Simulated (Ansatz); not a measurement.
```xyz
8

C    -0.271    0.435   -0.649
C     0.030   -0.394    0.593
Mg    2.111   -0.706    1.001
H    -1.348    0.566   -0.813
H     0.131   -0.025   -1.557
H     0.160    1.439   -0.587
H    -0.421   -1.390    0.521
H    -0.392    0.074    1.491
```

Total charge 0; spin multiplicity 2.

Question: List the CAM-B3LYP/def2-TZVPP orbital energies in eV (the Gaussian-basis code of Ansatz). (Estimate.)

Answer: Ansatz gave: α occupied: -1276.05, -278.19, -277.72, -86.45, -52.27, -52.27, -52.16, -22.07, -18.03, -13.32, -12.74, -11.38, -10.67, -8.43, -5.69. α empty: 0.18, 0.22, 1.53, 2.99, 3.34, 3.73, 3.74, 3.85. β occupied: -1276.00, -278.19, -277.58, -86.37, -52.22, -52.22, -52.04, -21.96, -17.86, -13.28, -12.62, -11.30, -10.63, -7.58. β empty: -1.31, 0.50, 0.54, 1.77, 3.21, 3.49, 3.73, 3.77. ⟨S²⟩ = 0.758.
